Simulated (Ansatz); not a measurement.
# BHNS: the cost of one run

The runs use Ansatz 0.2.0, Gaussian basis; def2-TZVPP, core rule «outside noble gas», up to 7 orbitals frozen.

Plan: UHF; ROHF; CCSD(T) on UHF.

2 further runs of the same task are left out: 2 set aside as unsound or not needed.

## Step 1: What is computed

The geometry is a PBE0/def2-TZVP stationary point (not a proven minimum) of the parent state, kept for this charge and spin.

4 atoms, charge 0, spin multiplicity 4.

Atoms are counted from 1 here; the program's logs count them from 0.

Bond lengths: B1–N2 1.256 Å, B1–H4 1.170 Å, N2–S3 1.585 Å. Angles: N2–B1–H4 180.0°, B1–N2–S3 180.0°.

As a file:

```
B     0.0000    0.0000    0.7317
N     0.0000    0.0000   -0.5240
S     0.0000    0.0000   -2.1092
H     0.0000    0.0000    1.9015
```

## Step 2: UHF

in.yaml

```yaml
crystal:
  periodic: [false, false, false]
  atoms:
    - {symbol: B, position_ang: [0.000000, 0.000000, 0.731700]}
    - {symbol: N, position_ang: [0.000000, 0.000000, -0.524000]}
    - {symbol: S, position_ang: [0.000000, 0.000000, -2.109200]}
    - {symbol: H, position_ang: [0.000000, 0.000000, 1.901500]}
basis:
  gaussian: {orbitals: def2-TZVPP}
magnetization: {spin_polarized: true, initial_magnetization: 3}
hamiltonian: {xc: hf}
output: {orbitals: {seedname: orbitals}}
```

The run is started by

```bash
> ansatz run in.yaml --threads 1 --pin off --events-out ev --progress --plain --max-ram 2816MiB --backend cpu
```

**Question.** How long does this run take on 1 thread of AMD EPYC 7R13, shared host, and how much memory does it need?

About 8.5 s, with a peak of 0.31 GiB.
